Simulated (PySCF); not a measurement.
Species: C3H4ClF.
SMILES: `F/C=C\CCl`

Theory: MP2 and CCSD/aug-cc-pVDZ in PySCF, restricted Hartree–Fock reference, frozen core, non-relativistic, gas phase, PBE0-D3(BJ)/def2-SVP geometry.

E(HF) = -674.87333 Eh.

(1) How large is the problem?

(2) What are the MP2 and CCSD correlation energies?

(3) What is the T1 diagnostic?

(4) How does correlation change the dipole moment?

## Answers

(1) 155 basis functions and 48 electrons; 9 orbitals frozen, which leaves o = 15 correlated occupied and v = 131 virtual orbitals. That is o·v = 1965 singles and o·v(o·v + 1)/2 = 1931595 distinct closed-shell doubles amplitudes before symmetry; the costliest CCSD step grows as o²v⁴ = 6.6 × 10^10.

(2) MP2 -0.7668 Eh and CCSD -0.8093 Eh, which gives totals of -675.64013 and -675.68267 Eh. That is 0.734 eV for each correlated electron at CCSD (2125 kJ/mol in all, 0.120 % of the total energy); MP2 gives 94.7 % of the CCSD value.

(3) 0.0118, below the customary warning level of 0.02. It is the norm of the spatial-orbital singles amplitudes over the root of the number of correlated electrons, so the norm is 0.065.

(4) HF gives 2.30 D and CCSD (unrelaxed density) 2.05 D, a change of -0.25 D.

No triples correction and no basis-set extrapolation were made.

The job also held the EOM ionisation roots. Hardware: Arm Neoverse V2, one thread, on a shared host. Cost: 4.6 min.

Conformer computed: `[F:1]/[CH:2]=[CH:3]\[CH2:4][Cl:5]`: C2–C3–C4–Cl5 119°.

One conformer stands for the species.
